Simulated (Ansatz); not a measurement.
Worked example: vertical energy of the quartet above the doublet of C2H3 (SMILES [CH]=C)

The species is C2H3 (5 atoms), meant as a doublet with charge 0. As SMILES, `[CH]=C`. The shape is that of a GFN2-xTB optimisation.

```xyz
5

C     0.4885   -0.4264    0.5659
C    -0.1358    0.3768   -0.2238
H     0.4888   -1.4568    0.8347
H    -0.9415    0.0753   -0.9000
H     0.0999    1.4311   -0.2770
```

Both states at this one shape; open shells run unrestricted unless said. 1 Eh = 27.2114 eV.

```tsv
level	program	doublet C2H3 (Eh)	quartet C2H3 (Eh)
UHF/STO-3G	Ansatz	-76.430001	-76.281255
UMP2/STO-3G, 2 core orbitals frozen	Ansatz	-76.509614	-76.332711
```

**Question.** Work out the vertical gap, second state less first, at each level.

**Answer.** 
1. UHF/STO-3G: -76.281255 − (-76.430001) = 0.148746 Eh = 4.05 eV.
2. UMP2/STO-3G: -76.332711 − (-76.509614) = 0.176903 Eh = 4.81 eV.

No measured value is set beside it here; the levels span 4.05 to 4.81 eV. Hartree–Fock favours the state with fewer electron pairs, since it lacks pair correlation. Minimal sets are far from the basis-set limit. The first state is spin-contaminated at UHF/STO-3G (⟨S²⟩ = 1.08). The first state is spin-contaminated at UMP2/STO-3G (⟨S²⟩ = 1.08).
